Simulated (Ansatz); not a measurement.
**BSi2H (singlet): from a generated start to a stationary point**

Aim: relax a generated start of BSi2H (singlet) and see which bonds hold.

Program: Ansatz 0.2.0, Gaussian basis. Level of theory: RKS PBE0/def2-TZVP. These are calculated values, not measurements.

**1. Where the work starts**

4 atoms, charge 0, spin multiplicity 1.

Atoms are counted from 1 here; the program's logs count them from 0.

Bond lengths: B1–Si2 1.797 Å, Si2–Si3 2.191 Å, Si3–H4 1.508 Å. Angles: B1–Si2–Si3 161.9°, Si2–Si3–H4 107.3°.

Geometry (Å):

```xyz
4
charge 0, multiplicity 1
B    -2.3845    0.4254    0.0012
Si   -0.6713   -0.1168    0.0004
Si    1.5191   -0.0953   -0.0008
H     1.9525    1.3488   -0.0012
```

The start was built by rule and, where that kept it together, relaxed with GFN2-xTB. Sticks and bond lists go by distance. 

**2. Relaxation**

Contents of in.yaml:

```yaml
crystal:
  periodic: [false, false, false]
  atoms:
    - {symbol: B, position_ang: [-2.384458, 0.425360, 0.001193]}
    - {symbol: Si, position_ang: [-0.671327, -0.116839, 0.000370]}
    - {symbol: Si, position_ang: [1.519108, -0.095300, -0.000785]}
    - {symbol: H, position_ang: [1.952521, 1.348761, -0.001223]}
basis:
  gaussian: {orbitals: def2-TZVP}
hamiltonian: {xc: pbe0}
relax: {f_tol: 0.004, max_steps: 80}
```

Launch:

```console
$ ansatz run in.yaml --threads 1 --pin off --events-out ev --progress --plain --max-ram 2176MiB
```

Before running it: what results should come out? Wanted: energy gained; shift from the start; total energy; dipole moment.

As calculated:

```
                  quantity           value
                     steps              33
             energy gained        4.090 eV
shift from the start (rms)         1.528 Å
              total energy  -16437.1588 eV
             dipole moment          0.33 D
```

In words: By distance, B1–H4 formed and Si3–H4 opened. B1–H4 went from 4.434 to 1.187 Å. No vibrations were run, so this is a stationary point, not a proven minimum, and this spin need not be the ground state's.
